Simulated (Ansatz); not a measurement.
Species: CH5Si, charge 0, multiplicity 2. It need not be the lowest isomer of its formula. SMILES: C[SiH2]
Geometry: optimised at B3LYP-D3(BJ)/def2-TZVP (Ansatz, a first-principles code).

Computed values are from Ansatz. Cores are frozen in the correlated levels unless marked. Open shells are spin-unrestricted. Spin-orbit coupling is left out. Non-relativistic. CBS marks a two-point X^-3 extrapolation of the correlation energy; Hartree-Fock from the larger set. The bracket is a focal-point correction in the basis named.

```json
{
  "atomisation energy De": "2222.4 kJ/mol at RI-MP2/CBS(def2-TZVPPD,def2-QZVPPD)+[CCSD(T)-MP2]/def2-TZVPPD",
  "total_energy": "-330.0808 Eh at RI-MP2/CBS(def2-TZVPPD,def2-QZVPPD)+[CCSD(T)-MP2]/def2-TZVPPD",
  "dipole_moment": "0.84 D at CCSD(T)/aug-cc-pV(D+d)Z",
  "T1 diagnostic": "0.013 at CCSD/def2-TZVPPD"
}
```
